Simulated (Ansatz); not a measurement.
# Counterpoise correction, worked out

The pair of HF (SMILES F, atoms 1–2) and H$_{2}$O$_{2}$ (SMILES OO, atoms 3–6), both closed shells, in one local arrangement (a lower one may exist), relaxed at PBE0-D4/def2-TZVP:

F1  (-0.200, -0.410, -1.729)
H2  (0.216, 0.160, -1.106)
O3  (0.520, 0.575, 0.516)
O4  (-0.064, -0.581, 1.113)
H5  (-0.034, 1.281, 0.872)
H6  (-0.438, -1.024, 0.334)
(Å)

Computed with Ansatz 0.2.0 (basis: def2-TZVPPD); correlated methods freeze the cores.

CCSD(T) total energies in eV:

| system | geometry | basis functions | energy |
| --- | --- | --- | --- |
| pair | pair | all | -6849.90887 |
| HF | as in the pair | all (partner as ghosts) | -2730.61375 |
| H$_{2}$O$_{2}$ | as in the pair | all (partner as ghosts) | -4118.99553 |
| HF | as in the pair | its own | -2730.59846 |
| H$_{2}$O$_{2}$ | as in the pair | its own | -4118.97506 |
| HF | free (PBE0-D4 minimum) | its own | -2730.61344 |
| H$_{2}$O$_{2}$ | free (PBE0-D4 minimum) | its own | -4118.97668 |

Q: Work out the interaction energy with and without the counterpoise correction, the superposition error, and the binding energy from the relaxed fragments.

A: Without correction: -6849.90887 − (-2730.59846) − (-4118.97506) = -0.33535 eV.
With correction (each fragment in the whole basis): -6849.90887 − (-2730.61375) − (-4118.99553) = -0.29959 eV = -6.91 kcal/mol.
The superposition error is the difference, 0.03576 eV, 11 % of the uncorrected value: each fragment borrows its partner's functions.
Deformation from the free shapes: 0.01498 eV for HF and 0.00162 eV for H$_{2}$O$_{2}$.
Binding energy from relaxed fragments: -0.29959 + 0.01498 + 0.00162 = -0.28299 eV = -6.53 kcal/mol (electronic, without zero-point energy; negative means bound). For comparison, the corrected interaction energy by CCSD(T) at an estimated basis limit (MP2 extrapolated from triple and quadruple zeta, plus CCSD(T) − MP2 in triple zeta) is -0.335 eV; triple zeta with the correction binds less.

The T1 diagnostic stays at or below 0.013.

For scale, one of the runs: CCSD(T)/def2-TZVPPD, 171 basis functions (an equivalent command: `ansatz run in.yaml --threads 2`). Hardware: 2 CPU threads, shared host. Wall time 39 s; peak host memory 1.6 GiB.
